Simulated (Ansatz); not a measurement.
# B₂H₂ (singlet): wave-function methods side by side at distance B1–B2 = 1.525 Å, cc-pVDZ

Aim: climb from Hartree-Fock through coupled cluster and multireference methods for B₂H₂ (singlet) at one geometry and basis, and see what each rung misses.

Program: Ansatz 0.2.0, Gaussian basis. Level of theory: cc-pVDZ, core rule «outside noble gas», up to 2 orbitals frozen. These are calculated values, not measurements.

The runs, in order: UHF; CCSD(T) on RHF; CCSD(T) on UHF; BCCD(T) on RHF; CISD; CCSDT(Q) on RHF; CCSDT(Q) on UHF; CISDTQ; CCSDTQ on RHF; CCSDTQ on UHF; CASSCF and MRCISD+Q, 2 electrons in 2 orbitals; CASSCF and NEVPT2, 2 electrons in 2 orbitals; CASSCF and MRCISD+Q, 8 electrons in 10 orbitals; CASSCF and NEVPT2, 8 electrons in 10 orbitals; Full CI; Full CI in the symmetry of the determinant.

**1. The geometry**

The geometry derives from a PBE0/def2-TZVP stationary point (not a proven minimum). One bond is set to the value named and the two fragments are kept rigid.

4 atoms, charge 0, spin multiplicity 1.

Atoms are counted from 1 here; the program's logs count them from 0.

Bond lengths: B1–B2 1.525 Å, B1–H3 1.176 Å, B2–H4 1.176 Å. Angles: B2–B1–H3 180.0°, B1–B2–H4 180.0°.

**2. UHF**

in.yaml

```yaml
crystal:
  periodic: [false, false, false]
  atoms:
    - {symbol: B, position_ang: [0.000000, 0.000000, 0.762520]}
    - {symbol: B, position_ang: [0.000000, 0.000000, -0.762520]}
    - {symbol: H, position_ang: [0.000000, 0.000000, 1.938254]}
    - {symbol: H, position_ang: [0.000000, 0.000000, -1.938254]}
basis:
  gaussian: {orbitals: cc-pVDZ}
magnetization: {spin_polarized: true, initial_magnetization: 0}
hamiltonian: {xc: hf}
output: {orbitals: {seedname: orbitals}}
```

Run with:

```sh
$ ansatz run in.yaml --threads 1 --pin off --events-out ev --progress --plain --max-ram 3956MiB --backend cpu
```

The runs that follow: CCSD(T) on RHF; CCSD(T) on UHF; BCCD(T) on RHF; CISD; CCSDT(Q) on RHF; CCSDT(Q) on UHF; CISDTQ; CCSDTQ on RHF; CCSDTQ on UHF; CASSCF and MRCISD+Q, 2 electrons in 2 orbitals; CASSCF and NEVPT2, 2 electrons in 2 orbitals; CASSCF and MRCISD+Q, 8 electrons in 10 orbitals; CASSCF and NEVPT2, 8 electrons in 10 orbitals; Full CI; Full CI in the symmetry of the determinant.

Q: Predict the results of all the runs planned. Wanted: FCI below the RHF energy; RMP2 from FCI; RCCSD from FCI; RCCSD(T) from FCI; RCCSDT(Q) from FCI; NEVPT2 valence from FCI; MRCISD+Q valence from FCI; T1 diagnostic; effectively unpaired electrons.

As calculated:

| quantity | value |
| --- | --- |
| FCI below the RHF energy | -5.1020 eV |
| RMP2 from FCI | +125.5 kJ/mol |
| RCCSD from FCI | +33.9 kJ/mol |
| RCCSD(T) from FCI | +18.4 kJ/mol |
| RCCSDT(Q) from FCI | -0.7 kJ/mol |
| NEVPT2 valence from FCI | +65.5 kJ/mol |
| MRCISD+Q valence from FCI | -0.4 kJ/mol |
| levels within 1 kcal/mol (43 meV) | RCCSDT(Q), RCCSDTQ, MRCISD+Q valence |
| T1 diagnostic | 0.012 |
| effectively unpaired electrons | 2.04 |

**Reading.** RCCSD(T) lands +18.4 kJ/mol from the yardstick (3.7 % of the correlation energy). RCCSDT(Q), MRCISD+Q valence fall below full CI, which methods that aren't variational can do. The occupations show strong static correlation (2.0 unpaired electrons where one determinant has 0). Of the multireference levels listed MRCISD+Q valence comes nearest in total energy (-0.4 kJ/mol), which doesn't show that its space is the better one. These misses are within one basis, not against nature.
